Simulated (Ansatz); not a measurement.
Two shapes of singlet N2O.

Shape 1:

```xyz
3

N     0.0000    0.0000   -1.0987
N     0.0000    0.0000   -0.0628
O     0.0000    0.0000    1.0164
```

Shape 2:

```xyz
3

N     0.0000    0.0000   -1.2898
N     0.0000    0.0000   -0.0737
O     0.0000    0.0000    1.1931
```

Basis set: cc-pVDZ (spherical functions). Frozen core: 3 orbitals. Charge 0, multiplicity 1.

Computed with Ansatz (development build ahead of 0.2.0); each method stands on the lowest determinant of its kind that the runs found.

Question: Which shape is lower in energy, and by how much in each method?

Answer:

| method | E(2) − E(1) (eV) |
| --- | --- |
| RHF | 0.572 |
| RHF-MP2 | -1.572 |

The methods disagree on the order. Caution: no unrestricted run beside it, a lower state can exist; in another basis set an unrestricted determinant lies well below.
